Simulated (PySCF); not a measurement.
Compound: 1-fluoropentane, C5H11F.
Geometry (PBE0-D3(BJ)/def2-SVP, Å), atoms numbered from 1 in this order:
```
atom  x, y, z in Å
C1    -2.5226    0.3340    0.2776
C2    -1.3020   -0.4368   -0.1994
C3     0.0132    0.2606    0.1184
C4     1.2389   -0.5044   -0.3591
C5     2.5444    0.1717   -0.0151
F6     2.6724    0.3075    1.3483
H7    -3.4574   -0.1938    0.0355
H8    -2.4973    0.4842    1.3688
H9    -2.5733    1.3311   -0.1889
H10   -1.2970   -1.4427    0.2568
H11   -1.3710   -0.6051   -1.2891
H12    0.0123    1.2695   -0.3342
H13    0.0975    0.4189    1.2068
H14    1.2029   -0.6414   -1.4543
H15    1.2408   -1.5179    0.0789
H16    2.5963    1.1802   -0.4636
H17    3.4035   -0.4140   -0.3851
```

Theory: PBE0-D3(BJ)/def2-SVP geometry optimisation, gas phase (PySCF 2.14.0).

Masses are those of the commonest isotopes; rigid-rotor values at the optimised geometry. The values belong to one conformer with, in the numbering `[CH3:1][CH2:2][CH2:3][CH2:4][CH2:5][F:6]`, C1–C2–C3–C4 180°, C2–C3–C4–C5 -179°, C3–C4–C5–F6 60°.

**Question.** Give the principal moments of inertia and the rotational constants in MHz.

**Answer.** Ia = 54.87, Ib = 371.59, Ic = 400.09 u·Å²; 505379 MHz·u·Å²/I gives A = 9210, B = 1360, C = 1263 MHz.

**Question.** What kind of rotor is it?

**Answer.** A near-prolate asymmetric top; Ray's κ = -0.976.

**Question.** Is it planar, by Δ = Ic − Ia − Ib?

**Answer.** Not planar: Δ = Ic − Ia − Ib = -26.38 u·Å². For a rigid frame Δ = −2 Σ m c², so Σ m c² = 13.19 u·Å² lies off the ab plane: 9.05 from hydrogen and 4.13 from heavier atoms. The atom farthest from that plane is 1.43 Å away.

**Question.** Give the other two planar moments, Paa and Pbb, and the rms extents of the mass along the axes.

**Answer.** Paa = Σ m a² = (Ib + Ic − Ia)/2 = 358.40 and Pbb = Σ m b² = (Ia + Ic − Ib)/2 = 41.68 u·Å². With the mass M = 90.08 u, the rms extents √(P/M) along a, b and c are 1.99, 0.68, 0.38 Å.

**Question.** Predict some low-J microwave lines.

**Answer.** The dipole components are |μa| = 0.60 D, |μb| = 1.46 D, |μc| = 0.53 D. Intensities carry the squares of the components, which stand as 0.17 : 1.00 : 0.13 (a : b : c). Some lines, for components of 0.1 D or more:

```csv
type,branch,"J(Ka,Kc)",MHz,lower level (cm⁻¹)
a,Q,"3(1,2) ← 3(1,3)",581,0.779
a,R,"1(0,1) ← 0(0,0)",2623,0.000
a,R,"2(1,1) ← 1(1,0)",5343,0.353
a,R,"3(0,3) ← 2(0,2)",7866,0.262
a,R,"3(2,1) ← 2(2,0)",7873,1.316
b,Q,"1(1,0) ← 1(0,1)",7947,0.088
a,R,"3(1,2) ← 2(1,1)",8014,0.531
b,R,"1(1,1) ← 0(0,0)",10473,0.000
b,R,"3(1,3) ← 2(0,2)",15478,0.262
b,Q,"2(2,0) ← 2(1,1)",23551,0.531
b,Q,"3(2,2) ← 3(1,3)",23987,0.779
c,R,"2(2,1) ← 1(1,1)",28990,0.349
b,R,"2(2,0) ← 1(1,1)",28991,0.349
c,Q,"3(3,1) ← 3(2,1)",39488,1.579
b,R,"3(3,1) ← 2(2,0)",47362,1.316
```

**Question.** Estimate the classical rotational partition function at 10 K, 50 K and 298.15 K.

**Answer.** Point group C1, symmetry number σ = 1; q = (√π/σ)·√((kT/h)³/(ABC)), k/h = 20836.6 MHz/K: 1340 at 10 K, 15000 at 50 K, 218000 at 298.15 K.

No frequency check. Zero-point vibration and centrifugal distortion are left out. A rigid rotor knows nothing of internal rotation, which can split or shift real lines.

Time: 27 s. Hardware: an Arm Neoverse V1 with one thread, shared host. This is the geometry optimisation.
